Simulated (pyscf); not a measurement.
**Four-centre exchange: HO–BH–OH (SMILES OBO) + CH₄ (SMILES C) → H₂O (SMILES O) + H₃C–BH–OH (SMILES CBO)**

Gas phase, singlet surface, charge 0. Bonds broken: O1–B2, C7–H8. Bonds formed: O1–H8, B2–C7. Single points on ωB97X-D3(BJ)/def2-SVP structures (PySCF, gas phase). MP2 and CC: frozen core, UHF for open shells. ΔMP2 is the change of the MP2 total energy from the triple- to the quadruple-zeta basis.

Transition state (Å):

```xyz
11

O     -2.4789    -0.1563    -0.3468
B     -1.2304    -1.1546    -0.3095
O     -0.9729    -1.7895    -1.5280
H     -2.7868    -0.0872    -1.2607
H     -1.2961    -1.8588     0.6689
H     -0.6593    -1.2037    -2.2233
C      0.0164     0.1433     0.0099
H     -1.3463     0.3032    -0.1997
H      0.3839     0.7462    -0.8389
H      0.7547    -0.6506     0.1918
H      0.0026     0.7620     0.9220
```

One imaginary mode, 1452i cm⁻¹; descent along it reached the two sides named, in the forms told below.

```
bond   change  reactant side (Å)  saddle  product side
-----  ------  -----------------  ------  ------------
O1–B2  breaks              1.366   1.599           3.4
C7–H8  breaks              1.099   1.388           2.9
O1–H8   forms                2.9   1.231         0.966
B2–C7   forms                3.7   1.828         1.588
```

Electronic energies relative to the separated reactants (kcal/mol):

| level | barrier | reaction energy | reverse barrier |
|---|---|---|---|
| ωB97X-D3(BJ)/def2-TZVP | 65.2 | +33.6 | 31.6 |
| PBE/def2-TZVP | 59.1 | +33.6 | 25.5 |
| r²SCAN/def2-TZVP | 61.8 | +35.2 | 26.6 |
| B3LYP-D3(BJ)/def2-TZVP | 67.0 | +34.9 | 32.1 |
| PBE0-D3(BJ)/def2-TZVP | 60.9 | +33.5 | 27.4 |
| M06-2X/def2-TZVP | 64.7 | +35.6 | 29.1 |
| ωB97M-D3(BJ)/def2-TZVP | 65.0 | +34.1 | 30.9 |
| HF/def2-TZVP | 88.2 | +37.1 | 51.1 |
| MP2/def2-QZVPP | 64.0 | +32.6 | 31.4 |
| CCSD/def2-TZVPP | 69.3 | +33.2 | 36.1 |
| CCSD(T)/def2-TZVPP | 66.0 | +33.0 | 33.0 |
| CCSD(T)/def2-TZVPP + ΔMP2(QZVPP) | 66.1 | +32.4 | 33.7 |

With CCSD(T)/def2-TZVPP + ΔMP2(QZVPP) energies and thermal terms (ideal gas, 1 atm, RRHO with modes under 100 cm⁻¹ raised to 100, one conformer, R ln 2 for chiral ones without a mode under 150 cm⁻¹), in kcal/mol:

| T (K) | ΔH‡ | ΔG‡ | ΔH | ΔG |
|---|---|---|---|---|
| 298 | 63.9 | 73.8 | +31.6 | +30.3 |
| 600 | 64.6 | 83.5 | +32.1 | +28.7 |
| 900 | 65.5 | 92.8 | +32.4 | +26.9 |
| 1200 | 66.4 | 101.8 | +32.5 | +25.1 |

On the product side the descent ends in a complex (not fully relaxed), 5.8 kcal/mol under the separated species and 37.4 kcal/mol under the saddle at ωB97X-D3(BJ)/def2-TZVP. The products may also form a dative adduct at H₃C–BH–OH; it and routes through it were not searched. This is the saddle that the search found; another between the same sides may lie lower. The CCSD(T) − MP2 part came from Ansatz, without density fitting, on the same reference.
